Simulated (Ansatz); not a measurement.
# LiO+ (triplet): from Hartree-Fock to the top rungs, def2-QZVPP

One table from this session's results is given with a row withheld; the runs are named, their logs left out.

Computed with Ansatz 0.2.0, Gaussian basis. Level: def2-QZVPP, core rule «outside noble gas», up to 2 orbitals frozen.

The runs, in order: UHF; ROHF; CCSD(T) on UHF.

## The geometry

The geometry is a PBE0/def2-TZVP stationary point (not a proven minimum) of the parent state, kept for this charge and spin.

2 atoms, charge 1, spin multiplicity 3.

Atoms are counted from 1 here; the program's logs count them from 0.

No contacts short enough for the rule that draws bonds.

Geometry (Å):

```
O     0.0000    0.0000    0.0000
Li    0.0000    0.0000    2.3892
```

Set-up of the first run:

Contents of in.yaml:

```yaml
crystal:
  periodic: [false, false, false]
  atoms:
    - {symbol: O, position_ang: [0.000000, 0.000000, 0.000000]}
    - {symbol: Li, position_ang: [0.000000, 0.000000, 2.389200]}
basis:
  gaussian: {orbitals: "def2-QZVPP.json"}
total_charge: 1
magnetization: {spin_polarized: true, initial_magnetization: 2}
hamiltonian: {xc: hf}
output: {orbitals: {seedname: orbitals}}
```

Launch:

```console
> ansatz run in.yaml --threads 1 --pin off --events-out ev --progress --plain --max-ram 2393MiB
```

Among the steps run: UHF; ROHF; CCSD(T) on UHF.

One of the session's tables, all rows but one given; the rest of the session is left out.

It belongs to the step «Misses and costs». 

| method | from UCCSD(T) (kcal/mol) |
| --- | --- |
| ROHF | ? |
| UHF | +110.41 |
| UMP2 | +11.91 |
| UCCSD | +2.39 |
| UCCSD(T) | 0 |

Q: Estimate the row for ROHF from the others.

**Answer.** from UCCSD(T) (kcal/mol): +114.76. In the column «from UCCSD(T) (kcal/mol)» it is the highest.
